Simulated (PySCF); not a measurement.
Work out the structure from these simulated measurements.

Formula: C4H3N.

- Polarisability: 48.3 au [CAM-B3LYP/def2-SVPD]
- UV, first state: lowest singlet excitation: 6.49 eV (191 nm, f = 0.000) [TDDFT CAM-B3LYP/def2-SVPD]
- Valence photoelectron: vertical ionisation energy: 11.03 eV [ΔSCF CAM-B3LYP/def2-SVPD]
- Couplings: largest of the computed one-bond spin–spin couplings (means over like bonds): 13C–1H +279.4, 13C–13C +222.2, 13C–1H +143.0 (×2), 13C–13C +83.8, 13C–13C +71.3, 15N–13C -18.1 Hz [B3LYP/pcJ-1]
- NMR, other nuclei: isotropic shieldings of nuclei other than C and H, by class: -42 (1 N) ppm [GIAO CAM-B3LYP/pcSseg-2]
- Rotational structure: rotational constants A, B, C: 20.093, 2.883, 2.561 GHz [PBE0-D3(BJ)/def2-SVP]
- Dipole: 3.78 D [CAM-B3LYP/def2-SVPD]
- 13C NMR: chemical shifts (computed TMS as zero) by class: 123.4 (1 C), 80.0 (1 C), 79.1 (1 C), 8.5 (1 C) ppm [GIAO CAM-B3LYP/pcSseg-2]

Electronic properties: PySCF, gas phase, density fitting. Levels stand in brackets. Geometry: PBE0-D3(BJ)/def2-SVP; no solvent, vibrations or thermal averaging. NMR classes are plain means over equivalent atoms (diastereotopic ones count apart unless rotation or inversion swaps them), as if these changed places fast.

Task: What is the compound? Reason from the data.

Result: Numbering: `[CH:1]#[C:2][CH2:3][C:4]#[N:5]`. Its formula, C4H3N, gives 4 degrees of unsaturation: 0 rings and 4 π bonds in the structure found. 4 carbons fall into 4 classes; from least to most shielded: nitrile carbon [C4] (123.4 ppm), terminal alkyne carbon [C1] (80.0 ppm), alkyne carbon [C2] (79.1 ppm), sp3 carbon next to a nitrile [C3] (8.5 ppm). The other shieldings belong to: -42 ppm, nitrile nitrogen [N5]. The couplings run between: +279.4 Hz, terminal alkyne carbon [C1] and its hydrogen; +222.2 Hz, terminal alkyne carbon [C1] and alkyne carbon [C2]; +143.0 Hz, sp3 carbon next to a nitrile [C3] and its hydrogen (with 1 like pair); +83.8 Hz, alkyne carbon [C2] and sp3 carbon next to a nitrile [C3]; +71.3 Hz, sp3 carbon next to a nitrile [C3] and nitrile carbon [C4]; -18.1 Hz, nitrile nitrogen [N5] and nitrile carbon [C4]. The first electron is taken from the HOMO, whose largest Löwdin shares are 0.40 on the terminal alkyne carbon, 0.39 on the alkyne carbon and 0.08 on the sp3 carbon next to a nitrile. The optimised geometry has point group Cs and is an asymmetric top. Structure: 3-butynenitrile (`C#CCC#N`). Computed isomers that give other values at the same levels: `N#CC1C=C1` (smallest rotational constant: 3.397 GHz; this holds for the one conformer computed); `C=C=CC#N` (rotational constant A: 25.852 GHz; this holds for the one conformer computed); `N#CC1=CC1` (rotational constant A: 23.909 GHz; this holds for the one conformer computed). The assignments are read from this structure; whether some other isomer fits the data as well wasn't checked.
